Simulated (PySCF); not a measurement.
Species: ABN, C7H6N2.
Geometry (PBE0-D3(BJ)/def2-TZVP, Å), atoms numbered from 1 in this order:
```
atom  x, y, z in Å
N1    -4.1280   -0.2545    0.0974
C2    -2.9778   -0.1817    0.0637
C3    -1.5592   -0.0903    0.0204
C4    -0.9082    1.0661    0.4549
C5     0.4657    1.1537    0.4154
C6     1.2367    0.0862   -0.0597
N7     2.6025    0.1885   -0.1451
C8     0.5794   -1.0702   -0.4953
C9    -0.7946   -1.1570   -0.4556
H10   -1.4934    1.8982    0.8264
H11    0.9574    2.0596    0.7528
H12    3.1210   -0.6689   -0.2267
H13    3.0470    0.8839    0.4291
H14    1.1606   -1.9060   -0.8695
H15   -1.2906   -2.0584   -0.7939
```

NICS is the negative of the GIAO shielding at a point without a nucleus: at the ring centre (0) and 1 Å above and below it (1); zz is the component along the ring normal. Level: GIAO B97-2/pcSseg-2 (PySCF, non-relativistic, gas phase) on the PBE0-D3(BJ)/def2-TZVP geometry, one conformer.

Ring bond lengths (Å): C3–C4 1.396, C4–C5 1.377, C5–C6 1.400, C6–C8 1.400, C8–C9 1.377, C9–C3 1.396.

Problem. What do the NICS probes read (ppm)?

Solution. 
```csv
ring,type,NICS(0),"NICS(1), two faces","NICS(1)zz, two faces",rms pucker (Å),"centre to ring atoms, mean (Å)"
C3–C4–C5–C6–C8–C9,6-membered carbocycle; formal bonds all aromatic,-8.2,-8.7 / -8.5,-23.2 / -22.9,0.00,1.39
```

Problem. What do they say, and how far can they be read as aromaticity?

Solution. 
- C3–C4–C5–C6–C8–C9: mean NICS(1)zz -23.1 ppm, shielded. For a flat ring without four-coordinate atoms the NICS criterion counts such a value as aromatic.

Problem. How equal are the bonds by HOMA? Use HOMA with the parameters of Krygowski (1993).

Solution. 
- C3–C4–C5–C6–C8–C9: HOMA 0.97 = 1 − EN − GEO, with mean bond length 1.391 Å, EN = α(Ropt − mean)² = 0.002 and GEO = α × variance = 0.025. The geometric and the magnetic index point the same way.

Problem. List the ring angles.

Solution. 
- C3–C4–C5–C6–C8–C9: C3 118.9°, C4 120.6°, C5 120.7°, C6 118.5°, C8 120.8°, C9 120.5°; sum 720.0° against 720° for a flat convex ring.

Problem. How shielded are the nuclei of the rings and their hydrogens (means over atoms taken as equivalent)?

Solution. 
```csv
atoms,environment,σ isotropic (ppm)
C3,substituted aromatic carbon,77.9
C4 (×2),aromatic CH carbon,42.9
C5 (×2),aromatic CH carbon,67.1
C6,aromatic carbon bearing nitrogen,28.8
H10 (×2),aromatic hydrogen,23.98
H11 (×2),aromatic hydrogen,24.94
```

Problem. How do the values depend on the level or the medium?

Solution. 
| level | NICS(0), C3–C4–C5–C6–C8–C9 | mean NICS(1)zz, C3–C4–C5–C6–C8–C9 |
| --- | --- | --- |
| B97-2/pcSseg-2, gas | -8.2 | -23.1 |
| KT3/pcSseg-2, gas | -7.9 | -21.6 |
| PBE0/pcSseg-2, gas | -8.1 | -23.2 |
| wB97X-D/pcSseg-2, gas | -8.2 | -23.7 |
| WP04/pcSseg-2, IEF-PCM chloroform | -8.3 | -22.1 |
| wB97X-D/pcSseg-2, IEF-PCM chloroform | -7.7 | -23.2 |

The geometry is the same throughout; the continuum's cavity takes Bondi-type radii × 1.2.

Time: 1.8 min wall, 4.2 min CPU; peak memory 2.7 GiB. Hardware: an AMD EPYC with 2 threads (shared host). This is the whole shielding run at B97-2/pcSseg-2, SCF included.
